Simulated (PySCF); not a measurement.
# C3H3FO: full NMR table

```yaml
Formula: C3H3FO
SMILES: C=C(F)C=O
InChI: InChI=1S/C3H3FO/c1-3(4)2-5/h2H,1H2
Point_group_of_the_computed_structure: Cs
Degrees_of_unsaturation: 2
Carbon_signals: 3
Proton_signals: 3
```

Atoms are numbered as in `[CH2:1]=[C:2]([F:3])[CH:4]=[O:5]`. Hydrogens are named by the atom that carries them. Ha(C1) is cis to F3; Hb(C1) is trans to F3.

- σ from GIAO-PBE0/pcSseg-1
- geometry: GFN2-xTB
- program: PySCF
- no relativistic terms, no solvent model, one computed conformer

δ = σ(ref) − σ, references computed at the same level: $^{1}$H (σref 31.72) and $^{13}$C (σref 186.93) against TMS; $^{19}$F (σref 170.95) vs CFCl3; $^{17}$O (σref 336.08) against H2O.

| carbon | δC, type | δH (multiplicity) | HMBC from (2–3 bonds) | span of the C tensor (ppm) |
| --- | --- | --- | --- | --- |
| C1 | 108.2, CH2 | Ha(C1) 5.43 (m); Hb(C1) 5.97 (m) | H(C4) | 194 |
| C2 | 169.7, C | – | H(C4), Hb(C1), Ha(C1) | 157 |
| C4 | 191.6, CH | 9.64 (m) | Hb(C1), Ha(C1) | 181 |

Other nuclei:
```
atoms   nucleus       environment  δ (ppm)  σ (ppm)
   F3  $^{19}$F  vinylic fluorine   -122.2    293.2
   O5  $^{17}$O   aldehyde oxygen    691.2   -355.1
```

1. Carbon types of the structure: 1 × C, 1 × CH, 1 × CH2, which accounts for all hydrogens.
2. δC 191.6: aldehyde carbonyl carbon; low-lying n→π* states of the double bond to the heteroatom give a large paramagnetic term (-252 ppm).
3. δC 169.7: α carbon of a C=C–C=O unit.
4. δC 108.2: β carbon of a C=C–C=O unit.
5. δH 9.64: hydrogen on an aldehyde carbonyl carbon; the formyl region, downfield of aromatic protons.
6. δH 5.97, 5.43: hydrogen on a β carbon of a C=C–C=O unit; attached to an sp2 carbon and in the plane of the double bond.

Splittings by $^{19}$F in the carbon and heteronuclear signals aren't shown, as no couplings were computed. Shifts are as computed. Against solution values, carbons near 30 ppm lie about +3 ppm off and those near 130 ppm about +5 ppm (rms about the fit 2.1 ppm; single classes can miss by 10 ppm). Of 1328 compounds with measured shifts, 309 miss one by over three times the rms of a fit or turn the order of signals round; such compounds aren't used in these exercises. Signals without a measured value on file couldn't be tested in this way; 1H shifts scatter by 0.2 ppm about their fit, and single ones miss by 0.5 ppm. Unscaled 19F shifts against computed CFCl3 carry errors that often reach 10 to 50 ppm. Unscaled 17O shifts of doubly bonded oxygen tend to come out too high, by tens of ppm or more. Experimental scales use liquid or dissolved standards, which lie at an offset from isolated H2O (liquid H2O: subtract about 36 ppm). No couplings were computed; multiplicities are counted from neighbouring protons, with m where these are inequivalent, close in shift, in a saturated or five-membered ring or joined by F or P, and br s for small geminal =CH2 splittings.
